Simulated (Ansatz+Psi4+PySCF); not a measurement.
# doublet SO(+): levels of theory in one basis

```xyz
2

O     0.0000    0.0000   -1.0160
S     0.0000    0.0000    0.5080
```

Basis set: cc-pVTZ on O; cc-pV(T+d)Z on S (spherical functions). Frozen core: 6 orbitals. Correlation on ROHF uses semicanonical orbitals with singles. Charge 1, multiplicity 2.

Computed with Ansatz (development build ahead of 0.2.0) and Psi4 1.11; each method stands on the lowest determinant of its kind that the runs found.

```json
{"method": "ROHF", "E − E(ROHF) (eV)": "0.00", "<S²> of the determinant": "0.75"}
{"method": "UHF", "E − E(ROHF) (eV)": "-1.02", "<S²> of the determinant": "1.43"}
{"method": "ROHF-MP2", "E − E(ROHF) (eV)": "-11.31", "<S²> of the determinant": "–"}
{"method": "UHF-MP2", "E − E(ROHF) (eV)": "-9.69", "<S²> of the determinant": "1.43"}
{"method": "ROHF-CCSD", "E − E(ROHF) (eV)": "-11.24", "<S²> of the determinant": "–"}
{"method": "UHF-CCSD", "E − E(ROHF) (eV)": "-11.22", "<S²> of the determinant": "1.43"}
{"method": "ROHF-CCSD(T)", "E − E(ROHF) (eV)": "-11.93", "<S²> of the determinant": "–"}
{"method": "UHF-CCSD(T)", "E − E(ROHF) (eV)": "-11.85", "<S²> of the determinant": "1.43"}
{"method": "UHF-CCSDT", "E − E(ROHF) (eV)": "-11.94", "<S²> of the determinant": "1.43"}
```

The restricted and unrestricted rows may stand on different electronic states: another unrestricted solution lies nearer the restricted one.

Caution for ROHF, ROHF-MP2, ROHF-CCSD, ROHF-CCSD(T): an unrestricted determinant lies well below. Caution for UHF, UHF-MP2, UHF-CCSD, UHF-CCSD(T), UHF-CCSDT: the unrestricted determinant is spin contaminated; the determinant may break the point group. Caution for ROHF-MP2, UHF-MP2, ROHF-CCSD, UHF-CCSD, ROHF-CCSD(T), UHF-CCSD(T), UHF-CCSDT: large amplitudes, a single reference is doubtful. Caution for ROHF-MP2, UHF-MP2: MP2 on this radical cation hangs on the determinant chosen. Caution for UHF-MP2, UHF-CCSD(T): another reference gives a lower total.
